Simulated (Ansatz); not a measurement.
A made-up structure of LiMgSiH₃, closed shell:

```tsv
atom	x (Å)	y (Å)	z (Å)
Li1	1.4407	0.4009	0.9278
Si2	-0.6144	-0.1782	-0.4677
Mg3	-2.8683	-0.5806	0.3683
H4	-0.1181	-1.3525	-1.2828
H5	-0.6072	0.9225	-1.5060
H6	2.6634	0.7575	1.8795
```

It is relaxed with PBE-D4/def2-SVP and then PBE0-D4/def2-TZVP (Ansatz 0.2.0). Atoms count as bonded within 1.22 times the sum of their covalent radii (H–H: 0.88 Å). The end point is not checked to be a true minimum.

Task: Does its bonding change? (Judge from chemistry; the calculation decides.)

Result: Computed: Yes. Formed: Li1–Mg3, Mg3–H6; broken: none.

Where it ends: The first stage lowers the energy by 1.75 eV in 23 steps. It ends as LiMgSiH₃ ([H]1[Li]2[SiH2][Mg]12):
```json
{"atom": "Li1", "x (Å)": "1.7048", "y (Å)": "0.4230", "z (Å)": "0.5736"}
{"atom": "Si2", "x (Å)": "-0.2413", "y (Å)": "-0.1495", "z (Å)": "-0.9937"}
{"atom": "Mg3", "x (Å)": "-0.7718", "y (Å)": "-0.0196", "z (Å)": "1.4907"}
{"atom": "H4", "x (Å)": "-0.5937", "y (Å)": "-1.4916", "z (Å)": "-1.5709"}
{"atom": "H5", "x (Å)": "-1.0865", "y (Å)": "0.7997", "z (Å)": "-1.7959"}
{"atom": "H6", "x (Å)": "0.8846", "y (Å)": "0.4078", "z (Å)": "2.2152"}
```

Labels in which every atom is bracketed show which atoms are joined, not bond orders.

For scale, one of the runs: PBE0-D4/def2-TZVP relaxation, 101 basis functions, launched by `ansatz run in.yaml --threads 2 --pin off --events-out ev --progress --plain --max-ram 4352MiB`. Hardware: 2 CPU threads of an Arm Neoverse V2, shared host. Wall time about 8.5 s.
